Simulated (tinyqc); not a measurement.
Inside a calculation. Method: Hueckel theory of the pi electrons with the omega technique, for the molecule [CH2]C([CH2])=CN=O (SMILES; centres numbered as the heavy atoms are written). One step of it, computed by the program tinyqc.

Problem. Omega technique, round 2. h_r = h_r(0) + omega q_r, omega = 0.6, with q_r = z_r - P_rr; 0.7 of the old diagonal is kept.

Hueckel matrix in units of beta (H = alpha + beta A), lower triangle:
```
,1C,2C,3C,4C,5N,6O
1C,0.000000
2C,1.000000,0.000000
3C,0.000000,1.000000,0.000000
4C,0.000000,1.000000,0.000000,0.000000
5N,0.000000,0.000000,0.000000,1.000000,0.460000
6O,0.000000,0.000000,0.000000,0.000000,1.060000,1.100000
```

charge and bond-order matrix P, lower triangle:
```
,1C,2C,3C,4C,5N,6O
1C,0.554527
2C,0.637980,0.974844
3C,0.554527,0.637980,0.554527
4C,-0.080512,0.421108,-0.080512,1.146582
5N,-0.225517,0.020485,-0.225517,0.789009,1.065068
6O,0.172322,-0.087052,0.172322,-0.407041,0.520669,1.704452
```

Centres:
```
centre,"z_r, pi electrons of the neutral centre",h
1C,1,0.000000
2C,1,0.000000
3C,1,0.000000
4C,1,0.000000
5N,1,0.460000
6O,1,1.100000
```

Give: matrix after round 2.

Solution.

matrix after round 2, lower triangle:
```
,1C,2C,3C,4C,5N,6O
1C,0.1394
2C,1.0000,0.0048
3C,0.0000,1.0000,0.1394
4C,0.0000,1.0000,0.0000,-0.0423
5N,0.0000,0.0000,0.0000,1.0000,0.4390
6O,0.0000,0.0000,0.0000,0.0000,1.0600,0.8798
```
